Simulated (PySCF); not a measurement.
# PN2: quartet, from a bent start

Where does quartet PN2 go from a bent start, is the end point a minimum, and what are its modes, charges and moments?

Program: PySCF 2.14.0. Level of theory: PBE0, basis P def2-TZVP, N def2-TZVP, no relativity, density fitting. These are calculated values, not measurements.

### 1 Where the work starts

3 atoms, charge 0, spin multiplicity 4.

Bond lengths: P1–N2 1.620 Å, P1–N3 1.620 Å. Angles: N2–P1–N3 110.0°.

Z-matrix (Å, degrees; charge 0 multiplicity 4):
```
P
N  1 1.6200
N  1 1.6200 2 110.00
```

### 2 First SCF at the start

The steps below are one call of a driver around PySCF. For each, scf.py gives the equivalent set-up of the SCF; relaxations use the driver's own optimiser. After this first run the driver tries any further starts and a stability analysis.

The input, scf.py:

```python
from pyscf import gto, scf, dft
mol = gto.M(atom='''
P      0.000000     0.000000     0.000000
N      1.327000     0.000000     0.929200
N     -1.327000     0.000000     0.929200''',
    basis={'P': 'def2-TZVP', 'N': 'def2-TZVP'},
    charge=0, spin=3)
mf = dft.UKS(mol, xc='PBE0')
mf.grids.atom_grid = (50, 194)
aux = {'P': 'def2-universal-JKFIT', 'N': 'def2-universal-JKFIT'}
mf = mf.density_fit(auxbasis=aux)
mf.conv_tol = 1e-08
mf.diis_space = 10
mf.max_cycle = 60
mf.init_guess = 'minao'
mf.verbose = 4
mf.kernel()
```

Started as:

```sh
$ OMP_NUM_THREADS=4 python axn.py task.json out
```

Standard output:

```text
init E= -450.550471019002
[... the frontier-level lines of each cycle are left out ...]
cycle= 1 E= -450.434850924917  delta_E= 0.116  |g|= 0.186  |ddm|= 1.33
cycle= 2 E= -450.439461305119  delta_E= -0.00461  |g|= 0.24  |ddm|= 0.415
cycle= 3 E= -450.468347453464  delta_E= -0.0289  |g|= 0.0667  |ddm|= 0.211
cycle= 4 E= -450.472295976999  delta_E= -0.00395  |g|= 0.0266  |ddm|= 0.0711
cycle= 5 E= -450.473850051526  delta_E= -0.00155  |g|= 0.00686  |ddm|= 0.0659
cycle= 6 E= -450.473961606639  delta_E= -0.000112  |g|= 0.00242  |ddm|= 0.0181
cycle= 7 E= -450.47397277004  delta_E= -1.12e-05  |g|= 0.000699  |ddm|= 0.00639
cycle= 8 E= -450.473973465149  delta_E= -6.95e-07  |g|= 0.000261  |ddm|= 0.00133
cycle= 9 E= -450.473973558561  delta_E= -9.34e-08  |g|= 8.37e-05  |ddm|= 0.000468
cycle= 10 E= -450.473973578661  delta_E= -2.01e-08  |g|= 2.82e-05  |ddm|= 0.00025
cycle= 11 E= -450.473973580233  delta_E= -1.57e-09  |g|= 6.46e-06  |ddm|= 7.29e-05
Extra cycle  E= -450.473973580293  delta_E= -5.93e-11  |g|= 3.47e-06  |ddm|= 1.05e-05
converged SCF energy = -450.473973580293  <S^2> = 3.8690959  2S+1 = 4.0591112
```

This step, with its further starts and checks, ran for 3.5 s (4 threads of Intel Xeon 6975P-C (Granite Rapids), shared host).

The starts that the driver tried:

```csv
start,energy (Eh)
the minimal-basis guess,-450.473974
a thermally smeared density,-450.473974
a smeared PBE density,-450.473974
```

The test of internal stability and the other starts found no lower solution of this spin.

### 3 Relaxing the quartet from the bent start

The program finds C2v symmetry in the start, which this walk keeps. Threshold on the gradient: 0.0003 Eh/bohr, with a further test on the energy change.

Edit scf.py of step 2 so:

```diff
@@ -3,3 +3,3 @@
-P      0.000000     0.000000     0.000000
-N      1.327000     0.000000     0.929200
-N     -1.327000     0.000000     0.929200''',
+P      0.000000     0.000000    -0.441223
+N      1.327000     0.000000     0.487977
+N     -1.327000     0.000000     0.487977''',
@@ -15 +14,0 @@
-mf.init_guess = 'minao'
```

Energy and gradient, step by step:

```csv
step,energy (Eh),change (kJ/mol),largest symmetric gradient (Eh/bohr)
0,-450.473974,0.00,0.00663
1,-450.474366,-1.03,0.00189
2,-450.474401,-1.12,0.00019
3,-450.474401,-1.12,0.00001
```

The walk took 2 s.

Geometry (Å) and forces (eV/Å) at some steps:

```
step 0
P    0.000   0.000  -0.441   0.000   0.000  -0.341
N    1.327   0.000   0.488  -0.116   0.000   0.171
N   -1.327   0.000   0.488   0.116   0.000   0.171
step 1
P    0.000   0.000  -0.464   0.000   0.000  -0.097
N    1.306   0.000   0.499  -0.037   0.000   0.049
N   -1.306   0.000   0.499   0.037   0.000   0.049
step 2
P    0.000   0.000  -0.473   0.000   0.000   0.010
N    1.297   0.000   0.504  -0.001   0.000  -0.005
N   -1.297   0.000   0.504   0.001   0.000  -0.005
step 3
P    0.000   0.000  -0.472   0.000   0.000  -0.001
N    1.297   0.000   0.504   0.000   0.000   0.000
N   -1.297   0.000   0.504   0.000   0.000   0.000
```

After 3 steps and 1.1 kJ/mol it ends at C2v: P–N 1.623 Å (×2); N–P–N 106.1°.

### 4 Hessian and properties

The point is checked on the finer grid, and tightened if its gradient asks for it. The Hessian and the dipole derivatives come from central differences of analytic gradients, with steps of 0.02 bohr.

Edit scf.py of step 3 so:

```diff
@@ -3,3 +3,3 @@
-P      0.000000     0.000000    -0.441223
-N      1.327000     0.000000     0.487977
-N     -1.327000     0.000000     0.487977''',
+P      0.000000     0.000000    -0.463431
+N      1.297380     0.000000     0.512537
+N     -1.297380     0.000000     0.512537''',
@@ -9 +9 @@
-mf.grids.atom_grid = (50, 194)
+mf.grids.atom_grid = (75, 302)
@@ -12 +12 @@
-mf.conv_tol = 1e-08
+mf.conv_tol = 1e-10
```

This SCF starts from the last density.

Log of the central SCF (cycles and frontier levels):

```text
init E= -450.474421466826
[... the frontier-level lines of each cycle are left out ...]
cycle= 1 E= -450.474421466807  delta_E= 1.92e-11  |g|= 7.63e-06  |ddm|= 8.36e-06
Extra cycle  E= -450.474421466731  delta_E= 7.53e-11  |g|= 1.43e-05  |ddm|= 1.48e-05
converged SCF energy = -450.474421466731  <S^2> = 3.8713142  2S+1 = 4.060204
```

The whole step took 11 s.

Geometry: C2v; P–N 1.623 Å (×2); N–P–N 106.1°.

Modes, for the most abundant isotopes:

```
symmetry  ω (cm⁻¹)  IR (km/mol)  μ (u)
      a1       340         15.3  16.17
      b2       664          118  17.52
      a1       906          0.7  16.02
```

No imaginary mode, so this is a minimum.

Properties at this point:

```
Dipole moment                                                   : 1.60 D
Highest occupied level                                          : -8.57 eV
Lowest empty level                                              : -4.54 eV
Rotational constants                                            : 1.203, 0.3576, 0.2757 cm⁻¹
Zero-point energy                                               : 11.4 kJ/mol
Principal polarisabilities                                      : 24.1, 31.9, 51.2 bohr³
Atomisation energy without zero-point energy                    : 661 kJ/mol
Principal traceless quadrupole moments about the centre of mass : -4.57, 1.04, 3.53 D Å
Entropy at 298.15 K and 1 bar (electronic part: spin only)      : 265.2 J/(mol K)
Heat capacity Cp at 298.15 K                                    : 45.8 J/(mol K)
Enthalpy at 298.15 K above 0 K                                  : 11.37 kJ/mol
Rotational symmetry number                                      : 2
Spin squared ⟨S²⟩                                               : 3.871
```

Populations by atom (charges in e):

```tsv
atom	Mulliken	Löwdin	polar tensor	spin (Mulliken)	Mayer order to P1
P1	0.36	0.33	-0.16	-0.19	–
N2,3	-0.18	-0.16	0.08	1.59	1.60
```

Outer orbital energies (eV). α occupied: -23.91, -14.62, -11.97, -11.66, -11.54, -9.83, -9.34, -8.57; empty: -2.54, 0.87, 1.86, 5.45. β occupied: -130.91, -130.81, -24.02, -20.92, -13.29, -9.83, -9.74, -9.59; empty: -4.54, -4.11, -3.69, -1.25.

Mulliken populations on P1: s 5.73, p 8.57, d 0.31, f 0.04.

### 5 Outcome

```
                                          quantity                           value
                                           minimum                    quartet, C2v
                                          geometry  P–N 1.623 Å (×2); N–P–N 106.1°
                                wavenumbers (cm⁻¹)    340 (a1), 664 (b2), 906 (a1)
                                     dipole moment                          1.60 D
highest occupied, lowest empty level (either spin)                 -8.57, -4.54 eV
                         polar-tensor charge of P1                         -0.16 e
                                 zero-point energy                     11.4 kJ/mol
                               entropy at 298.15 K                 265.2 J/(mol K)
         atomisation energy (no zero-point energy)                      661 kJ/mol
                                              ⟨S²⟩                           3.871
```

In words: The molecule stays C2v, as typed, and the end point is a minimum. The strongest infrared band lies at 664 cm⁻¹ (b2, stretch). Other starts or spin states, not run here, may lie lower.

The search up to here took 16 s.
